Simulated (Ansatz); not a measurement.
# Lithium, bcc under r²SCAN: testing the k-point mesh

A convergence test of the k-point mesh. The geometry was relaxed under r²SCAN beforehand and stays fixed; 8 values are run, from 2×2×2 to 18×18×18. Wanted are the values from which on the energy stays within 10 and 1 meV/atom, and the pressure within 0.5 GPa, of the last run. Within the series other settings stay, but some runs also write fields, which adds to their time. Spin polarisation is left out.

Computed with Ansatz 0.2.0 (DFT r²SCAN, plane waves with PAW, scalar-relativistic, unless a step says otherwise).

## Step 1: Starting point

It takes space group Im-3m (No. 229, cubic). Conventional cell: a = 3.476 Å, b = 3.476 Å, c = 3.476 Å, α = 90.00°, β = 90.00°, γ = 90.00°. Li (site symmetry m-3m) has 8 Li at 3.01 Å as nearest neighbours.

Structure file:

```
Li
1.0
    -1.73794    1.73794    1.73794
     1.73794   -1.73794    1.73794
     1.73794    1.73794   -1.73794
Li
1
Direct
  0.00000 0.00000 0.00000
```

## Step 2: k-mesh 2×2×2

The run at 2×2×2.

input.yaml reads:

```yaml
crystal:
  lattice:
    - [-1.7379403969, 1.7379403969, 1.7379403969]
    - [1.7379403969, -1.7379403969, 1.7379403969]
    - [1.7379403969, 1.7379403969, -1.7379403969]
  atoms:
    - { symbol: Li, position: [0.0, 0.0, 0.0] }
hamiltonian:
  xc: r2scan
  pseudopotentials:
    kind: paw
    azcp:
      Li: "pseudopotentials/Li.paw.azcp"
basis:
  ecutwfc: 500
  fft_grid_basis: typed
kpoints:
  mp_grid: { grid: [2, 2, 2], shift: [0, 0, 0] }
magnetization:
  spin_polarized: false
scf:
  occupations: { method: fermi_dirac, width: 0.1 }
  lower_state_search: "off"
output:
  stress: true
  write_density: true
  write_potential: true
  elf: true
  volumetric_format: npy
```

The run is started by

```console
$ ansatz run input.yaml --threads 2 --pin off --max-ram 5120MiB --backend cpu --events-out ev --progress --plain --runs-dir out
```

## Step 3: k-mesh 3×3×3

The run at 3×3×3.

input.yaml: that of step 2 with these lines changed.

```diff
@@ -17,3 +17,3 @@
 kpoints:
-  mp_grid: { grid: [2, 2, 2], shift: [0, 0, 0] }
+  mp_grid: { grid: [3, 3, 3], shift: [0, 0, 0] }
 magnetization:
@@ -25,5 +25 @@
   stress: true
-  write_density: true
-  write_potential: true
-  elf: true
-  volumetric_format: npy
```

## Step 4: k-mesh 5×5×5

The run at 5×5×5.

input.yaml: that of step 3 with these lines changed.

```diff
@@ -17,3 +17,3 @@
 kpoints:
-  mp_grid: { grid: [3, 3, 3], shift: [0, 0, 0] }
+  mp_grid: { grid: [5, 5, 5], shift: [0, 0, 0] }
 magnetization:
```

## Step 5: k-mesh 6×6×6

The run at 6×6×6.

input.yaml: that of step 4 with these lines changed.

```diff
@@ -17,3 +17,3 @@
 kpoints:
-  mp_grid: { grid: [5, 5, 5], shift: [0, 0, 0] }
+  mp_grid: { grid: [6, 6, 6], shift: [0, 0, 0] }
 magnetization:
```

## Step 6: k-mesh 8×8×8

The run at 8×8×8.

input.yaml: that of step 5 with these lines changed.

```diff
@@ -17,3 +17,3 @@
 kpoints:
-  mp_grid: { grid: [6, 6, 6], shift: [0, 0, 0] }
+  mp_grid: { grid: [8, 8, 8], shift: [0, 0, 0] }
 magnetization:
```

## Step 7: k-mesh 10×10×10

The run at 10×10×10.

input.yaml: that of step 6 with these lines changed.

```diff
@@ -17,3 +17,3 @@
 kpoints:
-  mp_grid: { grid: [8, 8, 8], shift: [0, 0, 0] }
+  mp_grid: { grid: [10, 10, 10], shift: [0, 0, 0] }
 magnetization:
```

## Step 8: k-mesh 14×14×14

The run at 14×14×14.

input.yaml: that of step 7 with these lines changed.

```diff
@@ -17,3 +17,3 @@
 kpoints:
-  mp_grid: { grid: [10, 10, 10], shift: [0, 0, 0] }
+  mp_grid: { grid: [14, 14, 14], shift: [0, 0, 0] }
 magnetization:
@@ -25 +25,5 @@
   stress: true
+  write_density: true
+  write_potential: true
+  elf: true
+  volumetric_format: npy
```

## Step 9: k-mesh 18×18×18

The run at 18×18×18.

input.yaml: that of step 8 with these lines changed.

```diff
@@ -17,3 +17,3 @@
 kpoints:
-  mp_grid: { grid: [14, 14, 14], shift: [0, 0, 0] }
+  mp_grid: { grid: [18, 18, 18], shift: [0, 0, 0] }
 magnetization:
@@ -25,5 +25 @@
   stress: true
-  write_density: true
-  write_potential: true
-  elf: true
-  volumetric_format: npy
```

(Steps that only read results are left out.)

Q: Predict the outcome of this session. Wanted: pressure at 18×18×18.

The runs gave:

| quantity | value |
| --- | --- |
| E(σ → 0) stays within 10 meV/atom of 18×18×18 | from 10×10×10 on |
| E(σ → 0) stays within 1 meV/atom | not reached before 18×18×18 |
| pressure stays within 0.5 GPa | from 5×5×5 on |
| pressure at 18×18×18 | 0.02 GPa |
| CPU time, dearest over cheapest | 4.9 |
| energy of a separate run on a finer mesh (21×21×21) | +0.7 meV/atom from 18×18×18 |

What this shows: The far end, 2×2×2, lies +710.7 meV/atom and +0.1 GPa from the yardstick. Convergence in k is not monotonic; the energy swings about its limit. The energy has not settled to 1 meV/atom before the last mesh. A Fermi surface needs many points. The yardstick itself is unsettled by 0.7 meV/atom against the finer mesh, so the thresholds above hold only within this series.
